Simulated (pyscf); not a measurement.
Optimised with ωB97X-D3(BJ)/def2-SVP in PySCF. Correlated levels are frozen-core, on RHF or UHF. ΔMP2 is the change of the MP2 total energy from the triple- to the quadruple-zeta basis.

Question: What are the homolytic bond dissociation enthalpies (298 K) of HO–SbH₂ at CCSD(T)/def2-TZVPP + ΔMP2(QZVPP), weakest first?

Answer: H–Sb to HO–SbH• + H•: 65.6 kcal/mol; O–Sb to OH• + SbH₂•: 76.7 kcal/mol; H–O to •O–SbH₂ + H•: 111.2 kcal/mol. Ring and multiple bonds, and those that leave no two simple radicals, are not listed. •O–SbH₂ lies 47.6 kcal/mol over its isomer HO–SbH• (electronic energy, ωB97M-D3(BJ)/def2-TZVP). Other isomers of HO–SbH• were not searched in full and may lie lower. The CCSD(T) − MP2 part came from Ansatz, without density fitting, on the same reference. The frozen core leaves the outer d or s,p core shells of the metals and heavy elements correlated in the MP2 and CC values, and def2-TZVPP describes them poorly, which can shift differences by a few kcal/mol. Left out: the spin-orbit lowering of OH. Elements past Kr carry the def2 core potentials, without spin-orbit coupling.
